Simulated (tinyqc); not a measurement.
Inside a calculation. Method: UHF in the sto-3g basis, for OH-, spin multiplicity 1. The basis has no diffuse functions, so it cannot describe the extra electron: this is an exercise in the method, not the real anion. This run ends on a higher stationary point, not on the lowest solution. One step of it, computed by the program tinyqc.

Problem. Iteration 2: DIIS coefficients. Solve [B -1; -1 0][c; lambda] = [0; -1] for the coefficients, which sum to one.

B (overlaps of the stored error matrices):
$$\begin{pmatrix}
4.1859495e-01 & 1.8519108e-01 \\
1.8519108e-01 & 8.9501225e-02
\end{pmatrix}$$

Give: DIIS coefficients.

Solution.

DIIS coefficients: [-0.6948, 1.6948]
